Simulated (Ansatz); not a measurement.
Wavefunction ladder for C₅H₈ (`CC1=CC1C`)

| atom | x (Å) | y (Å) | z (Å) |
| --- | --- | --- | --- |
| C1 | 0.008 | 1.471 | 1.349 |
| C2 | 0.432 | 0.271 | 0.618 |
| C3 | 0.971 | -0.901 | 0.571 |
| C4 | 0.455 | -0.375 | -0.733 |
| C5 | -0.798 | -0.921 | -1.375 |
| H6 | -1.069 | 1.624 | 1.240 |
| H7 | 0.245 | 1.401 | 2.412 |
| H8 | 0.497 | 2.360 | 0.938 |
| H9 | 1.450 | -1.726 | 1.072 |
| H10 | 1.186 | -0.008 | -1.461 |
| H11 | -1.506 | -1.262 | -0.614 |
| H12 | -0.573 | -1.770 | -2.028 |
| H13 | -1.298 | -0.163 | -1.987 |

Charge 0, multiplicity 1. The geometry is a stationary point of PBE0-D4/def2-TZVP. Frozen core, restricted reference, Ansatz. CBS rows extrapolate triple and quadruple zeta; past MP2 they add the triple-zeta difference.

```
     basis     HF (Eh)  MP2 corr.
def2-TZVPP  -193.97848   -0.83338
def2-QZVPP  -193.98721   -0.88542
```

(1) Estimate the CCSD correlation energy and the (T) correction in each basis where they were run (hartree).

## Answers

(1) 
```tsv
basis	CCSD corr.	(T)
def2-TZVPP	-0.87408	-0.03908
CBS(def2)	-0.96467	as TZ
```
